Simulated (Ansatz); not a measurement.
Input file:

```yaml
crystal:
  periodic: [false, false, false]
  atoms:
    - {symbol: Si, position_ang: [0.000000, 0.000000, 1.481442]}
    - {symbol: C, position_ang: [0.000000, 0.000000, -0.201009]}
    - {symbol: H, position_ang: [0.000000, 0.000000, -1.280432]}
basis:
  gaussian: {orbitals: def2-SVP}
total_charge: 1
magnetization: {spin_polarized: false, initial_magnetization: 2}
correlation: {method: ccsd_t, electrons: outside_noble_gas}
accuracy: high
```

```sh
$ ansatz run in.yaml --threads 1 --pin off --events-out ev --progress --plain --max-ram 2393MiB
```

The program prints:

```
650 factors; integrals over basis functions are off by at most 3.7e-9 eV
mean field evaluation 1: about -8886.4412 eV, gradient 3.4e1 eV
mean field evaluation 2: about -8886.4478 eV, gradient 3.4e1 eV
mean field evaluation 4: about -8893.1900 eV, gradient 1.1e1 eV
mean field evaluation 8: about -8893.9993 eV, gradient 5.6e-2 eV
mean field evaluation 16: about -8886.4414 eV, gradient 3.4e1 eV
mean field evaluation 32: about -8891.7254 eV, gradient 2.0e-6 eV
mean field evaluation 64: about -8891.1782 eV, gradient 7.1e0 eV
mean field evaluation 96: about -8888.6657 eV, gradient 3.4e-4 eV
mean field evaluation 128: about -8888.2732 eV, gradient 2.4e0 eV
mean field evaluation 160: about -8891.7254 eV, gradient 2.0e-2 eV
...
cycle   8  -4.72347727 eV  change    6.8e-7 eV  update   2.0e-7
cycle   9  -4.72347716 eV  change    1.1e-7 eV  update   5.2e-8
cycle  10  -4.72347716 eV  change    4.7e-9 eV  update   2.5e-8
cycle  11  -4.72347717 eV  change   -1.5e-8 eV  update   1.8e-8
cycle  12  -4.72347708 eV  change    9.1e-8 eV  update   8.4e-8
cycle  13  -4.72347709 eV  change   -1.0e-8 eV  update   3.5e-8
cycle  14  -4.72347709 eV  change   -5.0e-9 eV  update   1.2e-8
cycle  15  -4.72347710 eV  change   -3.0e-9 eV  update   3.9e-9
cycle  16  -4.72347710 eV  change  -7.2e-10 eV  update   1.3e-9
cycle  17  -4.72347710 eV  change  -4.8e-10 eV  update  4.3e-10
perturbative correction -0.12880487 eV, -0.0047334917 hartree
Total energy: -8898.85139850 eV, -327.0267570369 hartree
```

Ran on 1 thread of Arm Neoverse V2, shared host: 2 s wall, 0.11 GiB peak host memory.
